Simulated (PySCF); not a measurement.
Ionisation energy of Al by level of theory

Al [Ne] 3s2 3p1 (2P) → Al⁺ [Ne] 3s2 (1S), as a difference of total energies. All numbers are calculated (PySCF 2.14, scalar relativity by spin-free X2C-1e, in x2c-QZVPPall with one added diffuse shell each of s, p, d, f type (10s7p5d3f1g, 86 functions)). Correlated levels: valence: [Ne] frozen; valence and next inner shell: 1s2 frozen. The calculations carry no spin-orbit coupling.

Question: Order these methods by the ionisation energy they give, lowest first.
A. LDA
B. SCS-MP2 (valence and next inner shell)
C. r2SCAN
D. PBE

Answer: B (5.807 eV), A (6.027 eV), D (6.069 eV), C (6.164 eV).

Errors of the correlated levels include the incompleteness of this basis and the frozen core.

For comparison: 5.977 eV (measured; NIST levels, between the centres of gravity of the two terms).
